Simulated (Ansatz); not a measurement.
What does this script print? It uses Ansatz's Python interface.

`c4h5f.py`
```python
'''One geometry of C4H5F, method by method.'''

from pathlib import Path

import ansatz as az
from ase import Atoms
import numpy as np


def main() -> None:
    atoms = Atoms(['F', 'C', 'C', 'C', 'C', 'H', 'H', 'H', 'H', 'H'], positions=[
        (2.4847, 0.8068, 0.4335),
        (1.6922, -0.2123, 0.014),
        (0.3718, -0.0638, -0.0033),
        (-1.0427, -0.5784, -0.2705),
        (-0.9001, 0.7521, 0.2285),
        (2.1366, -1.1479, -0.3071),
        (-1.3558, -1.3481, 0.4658),
        (-1.2563, -0.6757, -1.3555),
        (-1.0155, 1.5698, -0.5134),
        (-1.1149, 0.8975, 1.3079),
    ])
    mol = az.Crystal.molecule_from_ase(atoms)

    setup = mol.calculation().basis(gaussian='cc-pVDZ')

    print('functional    E (Ha)        dipole (D)   HOMO (eV)  LUMO (eV)')
    for name in ['r2scan', 'lda', 'lc_wpbe', 'cam_b3lyp', 'b3lyp']:
        r = setup.functional(name).forces().orbitals().run(runs_dir='runs').report
        lines = Path(r['orbitals_path']).read_text().splitlines()
        field_of = lambda key: [line.split('=')[1].strip() for line in lines if line.startswith(key)]
        orbitals = [(27.211386 * float(e), s, float(n)) for e, s, n in zip(field_of('Ene='), field_of('Spin='), field_of('Occup='))]
        homo = max(e for e, _, n in orbitals if n > 0.5)
        lumo = min(e for e, _, n in orbitals if n < 0.5)
        dipole = 4.803205 * np.linalg.norm(r['charge_distribution']['dipole_moment_e_ang'])
        print(f'{name:10s} {r["free_energy_ev"] / 27.211386246:14.6f} {dipole:9.3f} {homo:11.3f} {lumo:10.3f}')


if __name__ == '__main__':
    main()
```

```console
$ python c4h5f.py
functional    E (Ha)        dipole (D)   HOMO (eV)  LUMO (eV)
r2scan        -255.055226     1.780      -5.978     -0.203
lda           -253.094567     1.672      -5.844     -0.579
lc_wpbe       -255.030475     1.833      -9.739      2.944
cam_b3lyp     -255.069683     1.861      -8.318      1.792
b3lyp         -255.189270     1.807      -6.724      0.379
```

What to keep in mind:
- Total energies depend on the basis set; only differences at equal settings carry meaning.
- The geometry is a force-field or estimated start, not a minimum of this method, and the basis set is short of its limit. A lower total doesn't mark the better method: functionals have no common bound, and MP2 and coupled cluster aren't variational.
- b3lyp holds the VWN-RPA fit, as in Gaussian; the form of ORCA and Turbomole is b3lyp5.
- Levels such as HOMO and LUMO are orbital energies: with these approximate functionals they aren't the ionisation energy and electron affinity, and their gap isn't the fundamental gap.
- Timing: 19 s on 1 thread of Arm Neoverse V1, on a shared host, peak memory 0.28 GiB.

(Lines on the test bed's own set-up are left out of the output.)
